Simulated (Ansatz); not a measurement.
A calculation with Ansatz (development build ahead of 0.2.0).

```yaml
crystal:
  periodic: [false, false, false]
  atoms:
    - { symbol: Li, position_ang: [0.0398, -0.0278, -1.50068] }
    - { symbol: O, position_ang: [-0.03845, 0.02997, 0.31752] }
    - { symbol: H, position_ang: [0.03256, 0.79007, 0.8875] }
    - { symbol: H, position_ang: [-0.02796, -0.80487, 0.89904] }
basis:
  gaussian: { orbitals: STO-3G }
total_charge: 1
hamiltonian:
  xc: hf
correlation:
  method: mp2
  frozen_orbitals: { H: 0, Li: 0, O: 1 }
```

The input is written out in the form of the current development build from the run's settings.

Output:

```yaml
Converged: yes
Reference_energy: -82.22047 hartree
Correlation_energy: -0.05038 hartree
Total_energy: -82.27085 hartree
Spin_squared_of_the_determinant: 0.000
```
